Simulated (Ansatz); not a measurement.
in.yaml

```yaml
crystal:
  periodic: [false, false, false]
  atoms:
    - {symbol: B, position_ang: [-1.400596, 0.030718, 0.000000]}
    - {symbol: H, position_ang: [-1.997329, 1.064290, 0.000000]}
    - {symbol: H, position_ang: [-1.997329, -1.002853, 0.000000]}
    - {symbol: H, position_ang: [-0.207130, 0.030718, 0.000000]}
    - {symbol: O, position_ang: [1.124404, 0.030718, 0.000000]}
    - {symbol: H, position_ang: [1.376263, -0.909232, 0.000000]}
basis:
  gaussian: {orbitals: cc-pVDZ}
magnetization: {spin_polarized: true, initial_magnetization: 1}
correlation: {method: ccsdt_q, electrons: outside_noble_gas}
```

```sh
$ ansatz run in.yaml --threads 1 --pin off --events-out ev --progress --plain --max-ram 2393MiB
```

Output:

```
855 factors; integrals over basis functions are off by at most 1.9e-7 eV
mean field evaluation 1: about -2764.9525 eV, gradient 2.3e1 eV
mean field evaluation 2: about -2764.9796 eV, gradient 2.3e1 eV
mean field evaluation 4: about -2768.2376 eV, gradient 3.8e0 eV
mean field evaluation 8: about -2768.6063 eV, gradient 4.0e-1 eV
mean field evaluation 16: about -2764.9550 eV, gradient 2.3e1 eV
mean field evaluation 32: about -2767.4660 eV, gradient 6.4e0 eV
mean field evaluation 64: about -2763.4763 eV, gradient 9.6e0 eV
mean field evaluation 96: about -2767.3752 eV, gradient 1.0e0 eV
mean field evaluation 128: about -2763.9372 eV, gradient 2.9e-3 eV
mean field evaluation 160: about -2764.3652 eV, gradient 1.2e-2 eV
...
cycle  11  -8.36231092 eV  change    8.5e-5 eV  update   1.6e-4
cycle  12  -8.36235150 eV  change   -4.1e-5 eV  update   8.2e-5
cycle  13  -8.36236979 eV  change   -1.8e-5 eV  update   4.4e-5
cycle  14  -8.36240029 eV  change   -3.0e-5 eV  update   2.7e-5
cycle  15  -8.36242957 eV  change   -2.9e-5 eV  update   1.7e-5
cycle  16  -8.36243907 eV  change   -9.5e-6 eV  update   9.2e-6
cycle  17  -8.36243833 eV  change    7.5e-7 eV  update   5.3e-6
cycle  18  -8.36243544 eV  change    2.9e-6 eV  update   3.3e-6
cycle  19  -8.36243460 eV  change    8.5e-7 eV  update   1.9e-6
cycle  20  -8.36243506 eV  change   -4.7e-7 eV  update   9.6e-7
perturbative correction -0.01409033 eV, -0.0005178102 hartree
Total energy: -2776.98835417 eV, -102.0524397054 hartree
```

Ran on 1 thread of Intel Xeon Platinum 8488C, shared host: 46 s wall, 0.69 GiB peak host memory.
